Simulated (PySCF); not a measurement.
Molecule (SMILES): [O+]#[Si-] (O-Si).
Geometry (B3LYP-D3(BJ)/def2-TZVP, fixed):
```xyz
2

Si     0.0000     0.0000    -0.5502
O      0.0000     0.0000     0.9629
```
Charge 0, spin multiplicity 1.

Basis-set convergence of the lowest singlet excitation energy at CAM-B3LYP with PySCF. Tamm-Dancoff approximation; the state is taken by its order, and sets in which it differs in degeneracy or brightness are left out, yet its character can still change. All functions are spherical. Density fitting with generated auxiliary sets. No added dispersion term, no relativity. Reference: the value in aug-pcseg-3, 5.477 eV, itself unsure by roughly 0.006 eV (its mean distance from aug-cc-pV(Q+d)Z, aug-pcseg-2, aug-cc-pV(T+d)Z).

```json
[
 {"basis": "pcseg-1", "functions": "32", "lowest singlet excitation energy (eV)": "[?]"},
 {"basis": "6-31+G*", "functions": "40", "lowest singlet excitation energy (eV)": "[?]"},
 {"basis": "def2-SVPD", "functions": "47", "lowest singlet excitation energy (eV)": "[?]"},
 {"basis": "6-311++G(2d,2p)", "functions": "62", "lowest singlet excitation energy (eV)": "[?]"},
 {"basis": "pcseg-2", "functions": "64", "lowest singlet excitation energy (eV)": "5.481"},
 {"basis": "cc-pV(T+d)Z", "functions": "69", "lowest singlet excitation energy (eV)": "5.485"},
 {"basis": "6-311++G(3df,3pd)", "functions": "86", "lowest singlet excitation energy (eV)": "5.492"},
 {"basis": "jun-cc-pV(T+d)Z", "functions": "87", "lowest singlet excitation energy (eV)": "5.483"},
 {"basis": "cc-pV(5+d)Z", "functions": "191", "lowest singlet excitation energy (eV)": "5.479"}
]
```

Problem. Some entries are withheld; supply them.

Solution. 
- pcseg-1, lowest singlet excitation energy (eV): 5.549
- 6-31+G*, lowest singlet excitation energy (eV): 5.516
- def2-SVPD, lowest singlet excitation energy (eV): 5.606
- 6-311++G(2d,2p), lowest singlet excitation energy (eV): 5.501
